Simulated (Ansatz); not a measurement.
**CCSD(T) against full CI for several species**

Each species is computed at the geometry given (Å), with frozen cores, in Ansatz 0.2.0: RHF-CCSD(T) for singlets, UHF-CCSD(T) otherwise, and full CI in the same basis. The program picks the determinant by trial CCSD, so it needn't be the lowest Hartree–Fock solution. States: HAlN Σ⁻ or Δ, AlH2⁻ A1, AlP Π. Cases whose determinant has another symmetry than full CI's state, or whose (Q) step broke down, weren't drawn.

Judging by size, spin and bonding and the diagnostics given, rank them by the size of CCSD(T)'s error in total energy against full CI in the same basis, smallest first (an estimate).
A. AlP, quintet, 6-31G: Al 0.000 0.000 0.000; P 0.000 0.000 2.208. T1 0.025, (T) -30 meV in a correlation energy of -1.37 eV
B. HAlN, quartet, 6-31G: Al 0.000 0.000 0.051; N 0.000 0.000 -1.682; H 0.000 0.000 1.631. T1 0.021, (T) -65 meV in a correlation energy of -2.92 eV
C. AlH₂⁻, singlet, 6-31++G**: Al 0.000 -0.081 0.000; H 0.000 1.085 -1.233; H 0.000 1.085 1.233. T1 0.017, (T) -50 meV in a correlation energy of -2.57 eV

A (12.2 meV), C (16.9 meV), B (26.6 meV).

| species | basis | correlated electrons | CCSD(T) − full CI (meV) | CCSDT(Q) − full CI (meV) | unpaired electrons (full CI) | T1 | ⟨S²⟩ of the determinant |
| --- | --- | --- | --- | --- | --- | --- | --- |
| AlP, quintet | 6-31G | 8 | 12.2 | -0.3 | 4.02 | 0.025 | 6.01 |
| AlH2⁻, singlet | 6-31++G** | 6 | 16.9 | 0.6 | 0.08 | 0.017 | 0.00 |
| HAlN, quartet | 6-31G | 9 | 26.6 | -0.9 | 3.04 | 0.021 | 3.77 |

Unpaired electrons are Σ n²(2−n)² over natural occupations; an open shell counts its own unpaired electrons too. Frozen cores follow each run's orbitals, which moves totals by a few meV.
